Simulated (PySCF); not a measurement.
**Electronic absorption of C6H8**

C6H8.
Cartesian coordinates in Å at the PBE0-D3(BJ)/def2-TZVP level; atoms count from 1:
```xyz
14
C6H8 angstrom
C      1.3267   -1.0299   -0.3178
C      1.3862   -0.1275    0.9908
C     -0.0066    0.3201    0.5765
C     -0.0545   -0.4237   -0.5056
C     -1.3932    0.1146   -0.9851
C     -1.3320    1.0194    0.3219
H      1.3733   -2.1073   -0.1369
H      2.0765   -0.7696   -1.0698
H      2.1669    0.6376    0.9641
H      1.4705   -0.6810    1.9296
H     -2.2267   -0.5920   -1.0157
H     -1.3822    0.6830   -1.9189
H     -1.2767    2.0913    0.1121
H     -2.1337    0.8449    1.0439
```

The calculation used TDDFT CAM-B3LYP/aug-cc-pVTZ, vertical, gas phase, core orbitals frozen in the response (PySCF 2.14.0, density-fitted response routines). Geometry: PBE0-D3(BJ)/def2-TZVP; no solvent, vibrations or thermal averaging.

```json
{"state": "S1", "E (eV)": "5.80", "λ (nm)": "213.8", "ν̃ (cm⁻¹)": "46760", "f": "0.0035", "main configurations (H = HOMO, L = LUMO)": "H→L (86%)"}
{"state": "S2", "E (eV)": "6.18", "λ (nm)": "200.6", "ν̃ (cm⁻¹)": "49850", "f": "0.0003", "main configurations (H = HOMO, L = LUMO)": "H→L+2 (86%)"}
{"state": "S3", "E (eV)": "6.42", "λ (nm)": "193.0", "ν̃ (cm⁻¹)": "51810", "f": "0.0012", "main configurations (H = HOMO, L = LUMO)": "H→L+1 (92%)"}
{"state": "S4", "E (eV)": "6.45", "λ (nm)": "192.2", "ν̃ (cm⁻¹)": "52040", "f": "0.0004", "main configurations (H = HOMO, L = LUMO)": "H→L+3 (91%), H→L+18 (8%)"}
{"state": "S5", "E (eV)": "6.80", "λ (nm)": "182.4", "ν̃ (cm⁻¹)": "54830", "f": "0.017", "main configurations (H = HOMO, L = LUMO)": "H-1→L+10 (39%), H-1→L+11 (34%), H→L+10 (11%)"}
{"state": "S6", "E (eV)": "7.03", "λ (nm)": "176.4", "ν̃ (cm⁻¹)": "56690", "f": "0.0052", "main configurations (H = HOMO, L = LUMO)": "H→L+7 (80%), H→L+24 (9%)"}
{"state": "S7", "E (eV)": "7.07", "λ (nm)": "175.3", "ν̃ (cm⁻¹)": "57040", "f": "0.118", "main configurations (H = HOMO, L = LUMO)": "H→L+10 (36%), H→L+11 (34%), H-1→L+10 (11%)"}
{"state": "S8", "E (eV)": "7.08", "λ (nm)": "175.0", "ν̃ (cm⁻¹)": "57140", "f": "0.092", "main configurations (H = HOMO, L = LUMO)": "H→L+5 (92%)"}
{"state": "S9", "E (eV)": "7.10", "λ (nm)": "174.5", "ν̃ (cm⁻¹)": "57290", "f": "0.0026", "main configurations (H = HOMO, L = LUMO)": "H-1→L (83%)"}
{"state": "S10", "E (eV)": "7.13", "λ (nm)": "173.9", "ν̃ (cm⁻¹)": "57490", "f": "0.0000", "main configurations (H = HOMO, L = LUMO)": "H→L+4 (92%)"}
```

Triplets, Tamm–Dancoff:

```
state  E (eV)  λ (nm)  main configurations (H = HOMO, L = LUMO)
   T1    4.58   271.0                H→L+10 (47%), H→L+11 (44%)
   T2    5.69   217.8                    H→L (80%), H→L+14 (9%)
   T3    6.16   201.3                               H→L+2 (83%)
   T4    6.39   193.9                               H→L+1 (90%)
```

The lowest singlet lies at 5.80 eV (214 nm, ultraviolet) and is very weak; its leading configuration is HOMO→LUMO (86%). The strongest level in the table is S7 at 7.07 eV (175 nm, f = 0.118). Löwdin shares by element: HOMO carbon 71% or more (atoms not listed hold the other 29%); LUMO hydrogen 48% or more (atoms not listed hold the other 52%). Orbital energies (eV): HOMO-3 -10.53, HOMO-2 -10.26, HOMO-1 -9.22, HOMO -7.92, LUMO 0.32, LUMO+1 0.52, LUMO+2 0.59. The listed states span 1.33 eV, and the widest gap between neighbours is 0.38 eV (S1 to S2). Of the 10 states listed, 3 reach f = 0.01 and 3 stay under 0.0005. The window holds the lowest 10 singlets.

The run took 76 s wall, 2.8 min CPU on 2 threads, Intel Xeon Platinum 8259CL at 2.50 GHz (x86_64) (shared host), and the process peaked at 2.4 GiB of memory.
